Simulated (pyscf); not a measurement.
Structures and frequencies: ωB97X-D3(BJ)/def2-SVP in PySCF. MP2 and CC: frozen core, UHF for open shells. ΔMP2 is the change of the MP2 total energy from the triple- to the quadruple-zeta basis.

Estimate by transition-state theory (the high-pressure limit) the rate constant of H₂N–NH₂ + GeH₂ [singlet] → H₂N–GeH₂–NH₂ (singlet surface; N–N broken, Ge–N, Ge–N formed) at 600 K, with CCSD(T)/def2-TZVPP + ΔMP2(QZVPP) energies (ideal gas, 1 atm, RRHO with modes under 100 cm⁻¹ raised to 100, one conformer, R ln 2 for chiral ones without a mode under 150 cm⁻¹; no tunnelling).

The electronic barrier is 17.1 kcal/mol and the thermal terms add +20.2, so ΔG‡ = 37.3 kcal/mol. With k_BT/h = 1.25e+13 s⁻¹ and RT = 1.192 kcal/mol, and a volume of 8.18e-20 cm³ per molecule at 1 atm, k = 2.6e-20 cm³ molecule⁻¹ s⁻¹. The product is born with the 104 kcal/mol of the reverse barrier and needs collisions to keep. Wigner's tunnelling factor for 671i cm⁻¹ would be 1.11. A shift of 1 kcal/mol in the barrier changes k by a factor 2.3. On the reactant side the descent ends in an adduct with a Ge–N contact, 29.5 kcal/mol under the separated species and 61.5 kcal/mol under the saddle at ωB97X-D3(BJ)/def2-TZVP. What is counted as formed (Ge–N) is already present as a longer contact in the reactant adduct; forming that adduct is a step of its own. At ωB97X-D3(BJ) the barrier from the zero used here is 32.0 kcal/mol. From the product side, NH₂• + H₂N–GeH₂• lies, by one bond made or cut, 23.6 kcal/mol under this saddle at ωB97M-D3(BJ). The same reactants have a lower exit, to H₂N–NH–GeH₃ (barrier +21.1 kcal/mol at ωB97M-D3(BJ), against +32.4 kcal/mol here). This is the saddle that the search found; another between the same sides may lie lower. A restricted solution here is unstable towards spin polarisation, so biradical character is likely and single-reference numbers are less safe. The CCSD(T) − MP2 part came from Ansatz, without density fitting, on the same reference. The frozen core leaves the outer d or s,p core shells of the metals and heavy elements correlated in the MP2 and CC values, and def2-TZVPP describes them poorly, which can shift differences by a few kcal/mol. Elements up to Kr have no core potential and no relativistic terms here.
